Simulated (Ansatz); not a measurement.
C (SMILES [C+]), charge +1, doublet; BLYP/aug-cc-pVDZ in Ansatz (an electronic-structure program).

Ansatz was given this input:
Ansatz 0.2 input:
```yaml
crystal:
  periodic: [false, false, false]
  atoms:
    - {symbol: C, position_ang: [0.00000000, 0.00000000, 0.00000000]}
basis:
  gaussian:
    orbitals: aug-cc-pVDZ
hamiltonian:
  xc: blyp
total_charge: 1
magnetization: {spin_polarized: false, initial_magnetization: 1}
```

Output, abridged:

```
Functional definition: BLYP
192 factors; their error is unknown
mean field evaluation 1: about -1017.9977 eV, gradient 8.1e0 eV
mean field evaluation 2: about -1018.1509 eV, gradient 4.2e0 eV
mean field evaluation 4: about -1018.2329 eV, gradient 1.8e0 eV
mean field evaluation 8: about -1018.1570 eV, gradient 4.2e0 eV
mean field evaluation 16: about -1018.2405 eV, gradient 3.1e-4 eV
mean field evaluation 32: about -1018.2405 eV, gradient 2.8e-3 eV
mean field evaluation 64: about -1018.2256 eV, gradient 2.5e0 eV
mean field -1018.24052852 eV, -37.4196492348 hartree, gradient 2.2e-5 eV, S^2 0.750000; 9 other end points of the search recorded, 0 dependent functions left out
reference -1018.24067098 eV, -37.4196544702 hartree; 3, 2 occupied and 20, 21 virtual orbitals, 192 factors
Total energy: -1018.24067098 eV, -37.4196544702 hartree
```
